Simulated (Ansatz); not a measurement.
Process, species as SMILES: [CH2]F (CH2-F) → C atom + F atom + 2 H atom
B3LYP-D3(BJ)/def2-TZVP geometries, fixed; electronic energies without zero-point terms.

Basis-set convergence of the atomisation energy at PBE with Ansatz (a program for electronic structure). Cartesian d functions, on some or all atoms, in 6-31+G*; all else is spherical. The program fits the integrals of some runs and decomposes those of others, by size. Open shells are unrestricted. No added dispersion term, no relativity. Functions are those of the species that has most. Reference: the value in aug-pcseg-3, 325.45 kcal/mol, itself unsure by roughly 0.13 kcal/mol (its mean distance from aug-cc-pVQZ, cc-pV5Z, def2-QZVPPD). Deviations are taken from unrounded values.

```tsv
basis	functions	atomisation energy (kcal/mol)	minus reference (kcal/mol)
STO-3G	12	376.02	50.56
3-21G	22	319.06	-6.39
6-31G	22	310.75	-14.70
def2-SVP	38	327.60	2.15
pcseg-1	38	320.48	-4.97
6-31+G*	42	321.99	-3.46
6-311G**	48	322.74	-2.71
aug-cc-pVDZ	64	320.08	-5.37
aug-pcseg-1	64	322.34	-3.11
def2-TZVP	74	324.65	-0.81
cc-pVTZ	88	325.27	-0.18
pcseg-2	88	325.18	-0.28
def2-TZVPD	95	324.82	-0.63
aug-pcseg-2	138	325.55	0.10
cc-pVQZ	170	325.67	0.22
pcseg-3	186	325.41	-0.04
def2-QZVPPD	195	325.17	-0.29
cc-pV5Z	292	325.40	-0.05
```
